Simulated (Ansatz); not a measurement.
# BCCl (quintet): wave-function methods side by side, cc-pVDZ

How much of the correlation energy of BCCl (quintet) does each wave-function method recover here?

Computed with Ansatz 0.2.0, Gaussian basis. Level: cc-pVDZ, core rule «outside noble gas», up to 7 orbitals frozen.

Plan: UHF; CCSD(T) on ROHF; CCSD(T) on UHF; BCCD(T) on ROHF; CCSDT(Q) on ROHF; CCSDT(Q) on UHF; CASSCF and MRCISD+Q, 12 electrons in 11 orbitals; CASSCF and NEVPT2, 12 electrons in 11 orbitals.

25 further runs of the same task are left out: 12 that didn't finish, 13 set aside as unsound or not needed.

**1. The geometry**

The geometry is a PBE0/def2-TZVP stationary point (not a proven minimum) of the parent state, kept for this charge and spin.

3 atoms, charge 0, spin multiplicity 5.

Atoms are counted from 1 here; the program's logs count them from 0.

Bond lengths: C1–B2 1.456 Å, B2–Cl3 1.674 Å. Angles: C1–B2–Cl3 180.0°.

**2. UHF**

The input, in.yaml:

```yaml
crystal:
  periodic: [false, false, false]
  atoms:
    - {symbol: C, position_ang: [0.000000, 0.000000, -1.528560]}
    - {symbol: B, position_ang: [0.000000, 0.000000, -0.072637]}
    - {symbol: Cl, position_ang: [0.000000, 0.000000, 1.601197]}
basis:
  gaussian: {orbitals: cc-pVDZ}
magnetization: {spin_polarized: true, initial_magnetization: 4}
hamiltonian: {xc: hf}
output: {orbitals: {seedname: orbitals}}
```

On the command line:

```console
ansatz run in.yaml --threads 1 --pin off --events-out ev --progress --plain --max-ram 2393MiB
```

Further steps of the session: CCSD(T) on ROHF; CCSD(T) on UHF; BCCD(T) on ROHF; CCSDT(Q) on ROHF; CCSDT(Q) on UHF; CASSCF and MRCISD+Q, 12 electrons in 11 orbitals; CASSCF and NEVPT2, 12 electrons in 11 orbitals.

Q: Predict the results of all the runs planned. Wanted: UCCSDT(Q) below the RHF energy; RMP2 from UCCSDT(Q); UMP2 from UCCSDT(Q); RCCSD from UCCSDT(Q); RCCSD(T) from UCCSDT(Q); UCCSD(T) from UCCSDT(Q); RCCSDT(Q) from UCCSDT(Q); NEVPT2 valence from UCCSDT(Q); MRCISD+Q valence from UCCSDT(Q).

**Answer**, as computed:

```
                         quantity                      value
   UCCSDT(Q) below the RHF energy                 -7.7882 eV
              RMP2 from UCCSDT(Q)                +1129.9 meV
              UMP2 from UCCSDT(Q)                +1145.3 meV
             RCCSD from UCCSDT(Q)                 +247.7 meV
          RCCSD(T) from UCCSDT(Q)                  +44.9 meV
          UCCSD(T) from UCCSDT(Q)                  +43.6 meV
         RCCSDT(Q) from UCCSDT(Q)                   +3.1 meV
    NEVPT2 valence from UCCSDT(Q)                +1194.7 meV
  MRCISD+Q valence from UCCSDT(Q)                  +79.8 meV
levels within 1 kcal/mol (43 meV)  RCCSDT, UCCSDT, RCCSDT(Q)
                    T1 diagnostic                      0.022
   effectively unpaired electrons                       4.01
```

**Reading.** RCCSD(T) lands +44.9 meV from the yardstick (0.6 % of the correlation energy). One determinant dominates. Of the multireference levels listed MRCISD+Q valence comes nearest in total energy (+79.8 meV), which doesn't show that its space is the better one. These misses are within one basis, not against nature; the frozen cores of restricted and unrestricted runs differ, which can shift their rows.
